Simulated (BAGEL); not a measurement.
# B3LYP/6-31G(d) (density fitting with cc-pvqz-jkfit, spherical functions) run of AlH (SMILES [AlH])

What is the energy change on altering one bond length of AlH at B3LYP/6-31G* (density fitting with cc-pvqz-jkfit, spherical functions)? 

Program for the calculation: BAGEL 1.2.2.

4 further runs of the same task are left out: 4 set aside as unsound or not needed.

### Step 1. Starting point

The species is AlH (2 atoms), meant as a singlet with charge 0. SMILES: `[AlH]`. Geometry: relaxed at PBE0-D4/def2-TZVP.

Bond lengths: Al1–H2 1.665 Å.

### Step 2. A single-point energy at B3LYP/6-31G(d) (density fitting with cc-pvqz-jkfit, spherical functions)

Input file input.json:

```json
{ "bagel": [

{
  "title": "molecule",
  "basis": "6-31gs.json",
  "df_basis": "cc-pvqz-jkfit",
  "angstrom": true,
  "geometry": [
    { "atom": "Al", "xyz": [    0.000000,    0.000000,   -0.025640 ] },
    { "atom": "H", "xyz": [    0.000000,    0.000000,    1.639110 ] }
  ]
},
{ "title": "ks", "xc_func": "b3lyp" },
{ "title": "print", "file": "orbitals.molden", "orbitals": true }

]}
```

The basis set 6-31G* is read from a file made from the Basis Set Exchange's data (not shown).

Started as:

```
BAGEL_NUM_THREADS=1 BAGEL input.json > input.out
```

Output:

```text
* using 1 threads per process

  ===============================================================
  ===============================================================

  *** Geometry ***

  { "atom" : "Al", "xyz" : [      0.000000,      0.000000,     -0.048453 ] },
  { "atom" : "H", "xyz" : [      0.000000,      0.000000,      3.097469 ] },

  Number of auxiliary basis functions:      199

  Since a DF basis is specified, we compute 2- and 3-index integrals:
    o Being stored without compression. Storage requirement is 0.001 GB

  Number of basis functions:       20
  Number of electrons      :       14

    * METHOD: MOLECULE                             0.02

  *** Kohn-Sham DFT ***

    * Removing 1385 points whose weight is below 1.00e-10
    * Grid points: 28427

  === Nuclear Repulsion ===
     4.1323344278

       - DIIS with orbital gradients will be used.

  === KS iteration (b3lyp / 6-31gs.json) ===
      0       -241.72001270          0.09010765           0.02
      1       -242.88202960          0.02806396           0.02
      2       -242.95861569          0.01624548           0.02
      3       -242.98120548          0.00151482           0.02
      4       -242.98140539          0.00026331           0.02
      5       -242.98140990          0.00001020           0.02
      6       -242.98140992          0.00000038           0.02
      7       -242.98140992          0.00000004           0.02
      8       -242.98140992          0.00000000           0.02
    * SCF iteration converged.

    * Permanent dipole moment:
           (    0.000000,     0.000000,    -0.081861) a.u.

    * METHOD: KS                                   0.22

    * METHOD: PRINT                                0.00

  ===============================================================
```

Wall time 0.4 s (1 thread of Arm Neoverse V2, shared host).

### Step 3. The distorted shape, same level

Input file input.json:

```json
{ "bagel" : [

{
  "title" : "molecule",
  "basis" : "6-31gs.json",
  "df_basis" : "cc-pvqz-jkfit",
  "angstrom" : "true",
  "geometry" : [
    { "atom" : "Al", "xyz" : [    0.000000,    0.000000,   -0.857990 ] },
    { "atom" : "H", "xyz" : [    0.000000,    0.000000,    1.639110 ] }
  ]
},
{
  "title" : "ks",
  "xc_func" : "b3lyp"
},
{
  "title" : "print",
  "file" : "orbitals.molden",
  "orbitals" : "true"
}

]}
```

The basis set 6-31G* is read from a file made from the Basis Set Exchange's data (not shown).

Started as:

```
BAGEL_NUM_THREADS=1 BAGEL input.json > input.out
```

Output:

```text
* using 1 threads per process

  ===============================================================
  ===============================================================

  *** Geometry ***

  { "atom" : "Al", "xyz" : [      0.000000,      0.000000,     -1.621366 ] },
  { "atom" : "H", "xyz" : [      0.000000,      0.000000,      3.097469 ] },

  Number of auxiliary basis functions:      199

  Since a DF basis is specified, we compute 2- and 3-index integrals:
    o Being stored without compression. Storage requirement is 0.001 GB

  Number of basis functions:       20
  Number of electrons      :       14

    * METHOD: MOLECULE                             0.02

  *** Kohn-Sham DFT ***

    * Removing 998 points whose weight is below 1.00e-10
    * Grid points: 28814

  === Nuclear Repulsion ===
     2.7549171994

       - DIIS with orbital gradients will be used.

  === KS iteration (b3lyp / 6-31gs.json) ===
      0       -241.67916395          0.07535285           0.02
      1       -242.63655209          0.04173401           0.02
      2       -242.29781997          0.04292229           0.02
      3       -242.90481339          0.01578144           0.02
      4       -242.93252038          0.00245470           0.02
      5       -242.93302700          0.00022378           0.02
      6       -242.93303273          0.00001643           0.02
      7       -242.93303276          0.00000720           0.02
      8       -242.93303277          0.00000143           0.02
      9       -242.93303277          0.00000005           0.02
     10       -242.93303277          0.00000001           0.02
    * SCF iteration converged.

    * Permanent dipole moment:
           (    0.000000,    -0.000000,     1.135698) a.u.

    * METHOD: KS                                   0.26

    * METHOD: PRINT                                0.00

  ===============================================================
```

It took 0.44 s on 1 thread of Arm Neoverse V2, shared host.

### Step 4. What came out

Level: B3LYP/6-31G* (density fitting with cc-pvqz-jkfit, spherical functions).

| quantity | value |
| --- | --- |
| first shape: total energy | -242.98141 Eh |
| first shape: dipole moment | 0.21 D |
| first shape: HOMO energy | -5.61 eV |
| first shape: LUMO energy | -1.93 eV |
| first shape: HOMO–LUMO gap | 3.68 eV |
| distorted shape: total energy | -242.93303 Eh |
| distorted shape: dipole moment | 2.89 D |
| distorted shape: HOMO energy | -5.35 eV |
| distorted shape: LUMO energy | -2.38 eV |
| distorted shape: HOMO–LUMO gap | 2.97 eV |
| energy change with the Al1–H2 bond stretched from 1.665 to 2.497 Å | 1.316 eV |

One bond (distorted shape) is far stretched, which a spin-restricted single reference describes badly; a broken-symmetry solution may lie lower. With the Al1–H2 bond stretched from 1.665 to 2.497 Å the energy rises by 1.32 eV (30 kcal/mol). The first shape isn't relaxed at this level, so the change isn't measured from a minimum. A restricted reference can't describe the breaking bond well at this length.
